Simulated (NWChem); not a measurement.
**Basis-set dependence for Na (+1)**

SMILES: [Na+]
```xyz
1

Na     0.0000     0.0000     0.0000
```
Charge +1, spin multiplicity 1.

The numbers come from NWChem runs, not from measurements.

Hartree-Fock energies in Ha, correlation energies in mHa.

The correlated methods keep 1 core orbital frozen. Coupled-cluster values serve here as a point of comparison, not as the truth.

```
basis      functions         RHF     MP2  SCS-MP2    CCSD  CCSD+T(CCSD)  CCSD(T)  CR-CCSD[T]  CR-CCSD(T)    CCSDT
---------  ---------  ----------  ------  -------  ------  ------------  -------  ----------  ----------  -------
STO-3G             9  -159.78462   -38.0    -36.5   -39.1         -41.0    -40.7       -40.9       -40.7    -40.7
def2-SVP          15  -161.61343    -0.5     -0.5    -0.5          -0.5     -0.5        -0.5        -0.5     -0.5
def2-TZVP         32  -161.67025  -159.0   -152.8  -163.9        -166.1   -165.8      -165.9      -165.7   -165.8
def2-QZVP         46  -161.67680  -134.8   -130.1  -140.1        -141.9   -141.8      -141.8      -141.7  not run
```

From def2-TZVP to def2-QZVP the Hartree-Fock energy moves by -6.6 mHa and the MP2 correlation energy by 24.2 mHa, which is 18 % of its value in the larger set.
